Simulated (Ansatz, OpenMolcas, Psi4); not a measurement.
**SiNH5: a line through the functionals**

SiNH5 has 7 atoms, charge 0, and is taken as a singlet. As SMILES, `[SiH3]N`. The coordinates come from a PBE0-D4/def2-TZVP relaxation.

The HOMO–LUMO gap y, in eV, basis def2-TZVP; a is the functional's share of exact exchange. Programs: Ansatz 0.2.0, OpenMolcas 26.06, Psi4 1.11.

| functional | program | a | y (eV) |
| --- | --- | --- | --- |
| TPSS | OpenMolcas | 0 | 5.87 |
| PBE | Psi4 | 0 | 5.52 |
| B3LYP | Psi4 | 0.2 | ? |
| r2SCAN0 | Ansatz | 0.25 | 8.35 |
| PBE0 | Psi4 | 0.25 | 7.77 |
| BHLYP | Psi4 | 0.5 | 9.82 |

**Question.** Fit y = c + s·a to the known rows and predict B3LYP.

**Answer.** 
1. Means of the 5 rows: a = 0.2000, y = 7.466.
2. Σ(Δa)² = 0.175, Σ(Δa·Δy) = 1.474, so the slope is 1.474/0.175 = 8.4229.
3. Intercept: 7.466 − (8.4229) × 0.2000 = 5.781. The largest residual of the fit is 0.46.
4. B3LYP: 5.781 + (8.4229) × 0.2 = 7.47 eV.

The run gave 7.25 eV, so the prediction is off by +0.22 eV, within the largest residual. Exact exchange lowers occupied levels and raises empty ones. The rows mix families of semi-local functionals, which the line can't see.
